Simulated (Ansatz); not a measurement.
# Li$_{2}$⁻, quartet in aug-cc-pVTZ: errors against full CI

Geometry: a point of a stretch scan, not a stationary point.

```xyz
2

Li    0.0000    0.0000    0.0000
Li    0.0000    0.0000    4.4280
```

Basis aug-cc-pVTZ; Ansatz 0.2.0. Only valence electrons are correlated (noble-gas cores frozen), which leaves 3 electrons in 90 orbitals. Prefix R: restricted or restricted open-shell reference; prefix U: unrestricted. Active spaces: valence = (3e, 8o) chosen from the atoms' valence shells. The metal's outer-core shells are frozen, which leaves out core–valence correlation.

Full CI is exact within this basis and frozen core; it isn't the basis-set limit. The frozen core follows each run's orbitals, which can shift R against U totals by a few meV.

The UHF ⟨S²⟩ is 3.750, the T1 diagnostic (RCCSD) is 0.0322 and the largest doubles amplitude (RCCSD) is 0.071. The T1 diagnostic (UCCSD) is 0.0322.

```tsv
level	E − E(full CI) (kJ/mol)	share of correlation (%)	wall time
RHF	20.4	0.00	–
UHF	20.3	0.22	–
RMP2	11.1	45.38	–
UMP2	11.1	45.62	–
RCCSD	0.4	98.04	–
UCCSD	0.4	98.28	–
RCCSD(T)	0.2	99.05	42 s
UCCSD(T)	0.1	99.29	45 s
BCCD(T)	0.2	99.10	32 s
RCCSDT	0.0	100.00	1.7 min
UCCSDT	0.0	100.24	1.9 min
CASSCF (valence space)	16.0	21.30	–
NEVPT2 (valence space)	6.6	67.84	5.5 s
```

The correlation energy at full CI, counted from RHF, is -0.211 eV. That run took 18 s on 1 thread of Arm Neoverse V1, shared host over 15,116 determinants.

Times hold each run's SCF and search for its determinant on a shared host, so for small cases they say little of a method's own cost; they ran on 1 thread of Arm Neoverse V1. Some runs computed forces too.

The full-CI state has the irrep B1u of D2h, in the program's axes (one component, if the state is degenerate).

Natural occupations of full CI about the gap: 0.987 0.972 0.963 0.018 0.017 0.008 0.008 0.006 0.006 0.004; effectively unpaired electrons, Σ n²(2−n)², 3.00.
